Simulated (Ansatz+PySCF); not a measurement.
Values are calculated unless marked as measured or tabulated.
This PySCF input gave a total energy of -112.85678 hartree.

```python
from pyscf import gto, scf

mol = gto.M(atom="""
H -0.040120 -0.006900 -1.597120
C -0.032410 -0.004110 -0.552790
O -0.033790 -0.032230 0.607350
""", basis='def2-svp', charge=1, spin=0)
mf = scf.RHF(mol)
mf.init_guess = 'minao'
mf.kernel()
while True:  # follow internal instabilities
    mo, _, stable, _ = mf.stability(return_status=True)
    if stable: break
    mf.kernel(mf.make_rdm1(mo, mf.mo_occ))
print(mf.converged, mf.e_tot, mf.spin_square()[0])
```

Write an input for Ansatz with the same method and basis set.

```yaml
crystal:
  periodic: [false, false, false]
  atoms:
    - { symbol: H, position_ang: [-0.04012, -0.0069, -1.59712] }
    - { symbol: C, position_ang: [-0.03241, -0.00411, -0.55279] }
    - { symbol: O, position_ang: [-0.03379, -0.03223, 0.60735] }
basis:
  gaussian: { orbitals: def2-SVP }
total_charge: 1
hamiltonian:
  xc: hf
```

Ansatz (development build ahead of 0.2.0) gave -112.85678 hartree, 0.03 meV from the first.
